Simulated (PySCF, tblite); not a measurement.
**Complex of hydrogen chloride and formaldehyde**

A gas-phase complex of hydrogen chloride and formaldehyde; neutral, singlet. The structure comes from a short search (6 tight-binding starts) and was relaxed by PBE0-D3(BJ)/def2-TZVPD; another way of binding may lie lower. Frequencies by PBE0-D3(BJ)/def2-TZVPD show no clear imaginary mode.

Parts: 1 = hydrogen chloride (Cl), atoms 1–2; 2 = formaldehyde (C=O), atoms 3–6.

```
atom  part   x (Å)   y (Å)   z (Å)
 Cl1     1   0.439  -0.550   0.166
  H2     1  -0.131   0.133  -0.789
  C3     2  -0.218   0.236  -3.281
  O4     2  -0.709   0.827  -2.357
  H5     2  -0.445   0.517  -4.324
  H6     2   0.479  -0.607  -3.126
```

```csv
contact,kind (by geometry),distance (Å),angle (°)
H2···O4,hydrogen bond,1.810,167
```

Interaction energies are complex less parts, with the parts frozen as they stand in it; counterpoise-corrected, in kcal/mol (PySCF). The CCSD(T) estimate is Hartree-Fock/aug-cc-pVQZ, plus the MP2 correlation part extrapolated as X⁻³ from aug-cc-pVTZ and aug-cc-pVQZ, plus CCSD(T) less MP2 in aug-cc-pVDZ; noble-gas cores are frozen. It isn't the exact limit.

Task: Give the interaction energy at each level run.

Result: 
```tsv
level	interaction	superposition error removed
Hartree-Fock/aug-cc-pVQZ	-2.97	-
wB97M-D3(BJ)/def2-TZVPD	-5.56	-0.09
PBE0-D3(BJ)/def2-TZVPD	-6.39	-0.11
MP2/aug-cc-pVQZ	-6.05	-0.36
CCSD(T), estimated basis limit	-5.58	-
```

Task: What holds them together? Decompose the wB97M-D3(BJ)/def2-TZVPD energy: frozen parts, their antisymmetrised product, then relaxation.

Result: electrostatic -11.3, Pauli repulsion +13.7, orbital relaxation -6.9, dispersion correction -1.1 kcal/mol, which sum to the value before the counterpoise correction; the Pauli term holds the exchange-correlation of the frozen density too. Of the attraction, 59 % is electrostatic, 36 % is orbital relaxation, 6 % is dispersion correction.

The parts were also relaxed and run alone, at the levels used for the complex: vibrations by PBE0-D3(BJ)/def2-TZVPD; shieldings by PBE0/pcSseg-2; core levels by delta-SCF with SCAN, pcX-2 on the ionised atom and pcseg-1 elsewhere, spin-free X2C (2p3/2 is the spin-free 2p value less a third of a first-order spin-orbit splitting).

Values alone: Cl1–H2 bond (Å): 1.279; stretch carried by H2 (cm⁻¹, harmonic): 2998; its infrared intensity (km/mol): 47; shielding of H2 (ppm): 30.67; shielding of O4 (ppm): -447.1; shielding of Cl1 (ppm): 945.4; Cl1 2p3/2 core level (eV): 207.39.

Task: How do these values change when the complex forms?

Result: 
```json
{"property": "Cl1–H2 bond (Å)", "alone": "1.279", "in the complex": "1.306", "change": "+0.026"}
{"property": "stretch carried by H2 (cm⁻¹, harmonic)", "alone": "2998", "in the complex": "2630", "change": "-368"}
{"property": "its infrared intensity (km/mol)", "alone": "47", "in the complex": "1005", "change": ""}
{"property": "shielding of H2 (ppm)", "alone": "30.67", "in the complex": "24.82", "change": "-5.84"}
{"property": "shielding of O4 (ppm)", "alone": "-447.1", "in the complex": "-398.8", "change": "+48.3"}
{"property": "shielding of Cl1 (ppm)", "alone": "945.4", "in the complex": "985.0", "change": "+39.6"}
{"property": "Cl1 2p3/2 core level (eV)", "alone": "207.39", "in the complex": "206.10", "change": "-1.29"}
```

Task: What are the binding energy from relaxed parts (wB97M-D3(BJ)/def2-TZVPD), and ΔH and ΔG of association at 298.15 K and 1 atm?

Result: -5.29 kcal/mol, -3.37 with zero-point energy; ΔH -4.0 and ΔG +3.5 kcal/mol, from harmonic vibrations by PBE0-D3(BJ)/def2-TZVPD with low modes damped.

The 6 runs behind this took 9.5 min in all, one thread each of Arm Neoverse N1 on a shared host, launched as `OMP_NUM_THREADS=1 python cluster_run.py task.json out`.
